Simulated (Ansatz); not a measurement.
Energy needed to pull apart Si2HCl, singlet, into free ground-state atoms, from the structure below (displaced at random from a GFN2-xTB minimum); no zero-point or spin–orbit terms; open-shell atoms are treated unrestricted, in their ground-state multiplicity.

| atom | x (Å) | y (Å) | z (Å) |
| --- | --- | --- | --- |
| Si1 | -0.6358 | 0.2144 | -0.8243 |
| Si2 | 0.6202 | -1.3387 | 0.2577 |
| Cl3 | 1.5156 | 0.1619 | 1.6849 |
| H4 | -1.2800 | 1.2149 | -1.2478 |

Ansatz 0.2.0; basis: def2-TZVPP; cores frozen in the correlated methods.

| method | atomization energy (eV) |
| --- | --- |
| PBE-D4 | ? |
| revPBE-D4 | 8.59 |
| r2SCAN-D4 | ? |
| PBE0-D4 | 8.43 |
| HSE06-D4 | 8.46 |
| wB97M-V | 8.57 |
| HF | 4.72 |
| MP2 | 8.07 |
| CCSD | 7.64 |
| CCSD(T) | 8.01 |

(1) What does PBE-D4 give? (Judge from chemistry; the value comes from the calculation.)

(2) What does r2SCAN-D4 give? (Judge from chemistry; the value comes from the calculation.)

The T1 diagnostic stays at or below 0.023. The restricted Hartree–Fock reference is unstable towards an unrestricted one here.

## Answers

(1) By the calculation: 8.84 eV, which is about 0.83 eV more than CCSD(T)/def2-TZVPP.

(2) By the calculation: 8.55 eV, which is about 0.54 eV more than CCSD(T)/def2-TZVPP.

In triple zeta the MP2 and coupled-cluster atomization energies are still short of their basis limit by a few kcal/mol a bond, whereas those of the functionals are nearly converged, so these differences are not deviations from converged CCSD(T).

For scale, one of the runs: CCSD(T)/def2-TZVPP forces, 140 basis functions (an equivalent command: `ansatz run in.yaml --threads 4`). Time: 20 s of wall clock on 4 CPU threads; the host was shared. Peak host memory: 1.2 GiB.
